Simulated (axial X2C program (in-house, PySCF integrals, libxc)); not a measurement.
# Spectroscopic constants of ClF⁻

All values were computed with an axial X2C code built on PySCF integrals. Spin-free means the one-electron spin-free X2C Hamiltonian; two-component (2c) means X2C with spin–orbit coupling and atomic mean-field two-electron Coulomb and Gaunt terms, so the difference of the two also holds small scalar two-electron terms. Basis: Cl dyall-av3z [9s8p3d2f], F dyall-av3z [7s6p3d2f] (cores contracted in-house); Gaussian nuclei, density fitting, unrestricted open shells. Masses: Cl 34.969 u, F 18.998 u.

Input:
```json
{"zs": [17, 9], "q": -1, "bas": ["dyall-av3z", "dyall-av3z"], "levels": ["PBE0", "HF", "BP86"], "cc": true, "r0": 1.63, "thr": -2.0, "nmax": 90, "npts": 10, "nst": 2, "ntry": 6}
```
```bash
python so2c.py task.json out
```

Keys: zs atomic numbers; q charge; bas basis sets; levels methods; cc coupled cluster on or off; r0 starting distance in Å; thr threshold in hartree for freezing inner shells (an s shell follows its p shell); nmax most natural virtual spinors; npts points on the curve; nst determinants followed; ntry starts of the search. HF also brings MP2.

State, spin-free: M_S = 1/2, Λ = 0 (beyond evenly filled blocks: σα); electrons by block: σα: 8, σβ: 7, π+α: 3, π+β: 3, π-α: 3, π-β: 3. Fragments: Cl- + F.

State, 2c: Ω = 1/2 (⟨Sz⟩ = 0.50, ⟨Lz⟩ = 0.00 at PBE0); electrons by block: 1/2: 11, -1/2: 10, 3/2: 3, -3/2: 3. Fragments: Cl- + F for PBE0; Cl + F- for BP86.

```
Hamiltonian  level  Re (Å)  ωe (cm⁻¹)  ωexe (cm⁻¹)  Be (cm⁻¹)  De (eV)  μ (D)
  spin-free   PBE0   2.226      309.4         3.87     0.2763     1.52  -1.04
  spin-free   BP86   2.294      265.9         4.29     0.2602     2.00  -1.19
         2c   PBE0   2.227      309.3         3.88     0.2762     1.52  -1.04
         2c   BP86   2.295      265.6         4.29       0.26      n/a  -1.19
```

Dipoles are positive if F is the positive end and refer to the centre of mass.

One determinant describes the state; a PBE0 search over occupations chose it and may have missed a lower one. Dissociation energies refer to the lowest single-determinant-based atoms at the same level and basis. De is not given where an atomic determinant may have missed its ground term or J level, or where the truncated virtual space spoils (T). Density functionals use the spin component along the axis (collinear). The 2c atoms are single determinants rather than J levels; their spin–orbit lowering is only partly caught, and De is too large by that part. This holds for PBE0. The functionals have no current-density term, which raises determinants with orbital currents, atoms included. The highest occupied level of some functionals is positive through self-interaction error; at Hartree–Fock it is bound.

No reliable constants came from CCSD (2c), CCSD (spin-free), CCSD(T) (2c), CCSD(T) (spin-free), HF (2c), HF (spin-free), MP2 (2c), MP2 (spin-free): no minimum in range, unconverged points, a curve that is not smooth, a change of character along it, or the two Hamiltonians disagreeing along it.

Rough cost a point (2c) on 1 thread(s) of a shared host, integrals apart: PBE0 0.18 s, BP86 0.12 s.

The whole task took 110 s on 1 thread of Arm Neoverse V2, on a shared host.
